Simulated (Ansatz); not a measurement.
# SiN2H (doublet): the correlation ladder, def2-TZVPP

One table from this session's results is given with a row withheld; the runs are named, their logs left out.

Program: Ansatz 0.2.0, Gaussian basis. Level of theory: def2-TZVPP, core rule «outside noble gas», up to 7 orbitals frozen. These are calculated values, not measurements.

Plan: UHF; ROHF; CCSD(T) on UHF.

**The system**

The geometry is a PBE0/def2-TZVP stationary point (not a proven minimum) of the parent state, kept for this charge and spin.

4 atoms, charge 0, spin multiplicity 2.

Atoms are counted from 1 here; the program's logs count them from 0.

Bond lengths: N1–Si2 1.697 Å, Si2–N3 1.697 Å, Si2–H4 1.480 Å. Angles: N1–Si2–N3 124.0°, N1–Si2–H4 118.0°, N3–Si2–H4 118.0°.

Set-up of the first run:

The input, in.yaml:

```yaml
crystal:
  periodic: [false, false, false]
  atoms:
    - {symbol: N, position_ang: [0.000000, -0.431982, 1.498918]}
    - {symbol: Si, position_ang: [0.000000, 0.364687, 0.000000]}
    - {symbol: N, position_ang: [0.000000, -0.431982, -1.498918]}
    - {symbol: H, position_ang: [0.000000, 1.844223, 0.000000]}
basis:
  gaussian: {orbitals: def2-TZVPP}
magnetization: {spin_polarized: true, initial_magnetization: 1}
hamiltonian: {xc: hf}
output: {orbitals: {seedname: orbitals}}
```

Launch:

```console
$ ansatz run in.yaml --threads 1 --pin off --events-out ev --progress --plain --max-ram 3968MiB --backend cpu
```

Among the steps run: UHF; ROHF; CCSD(T) on UHF.

One of the session's tables, all rows but one given; the rest of the session is left out.

| method | from UCCSD(T) (meV) |
| --- | --- |
| ROHF | +15122.9 |
| UHF | ? |
| UMP2 | +2224.7 |
| UCCSD | +608.3 |
| UCCSD(T) | 0 |

Q: Estimate the row for UHF from the others.

The run gave: from UCCSD(T) (meV): +12397.2. In the column «from UCCSD(T) (meV)» it lies between UMP2 (+2224.7) and ROHF (+15122.9).

The program flags UCCSD(T) as in doubt (see the logs), so the zero of the table is itself unsure.

To keep in mind: The determinant is far from a pure spin state, so its energy mixes those of several spin states (harmless only where they are near-degenerate, as at dissociation). The program flags UCCSD(T) as in doubt, so the zero of the table is itself unsure.
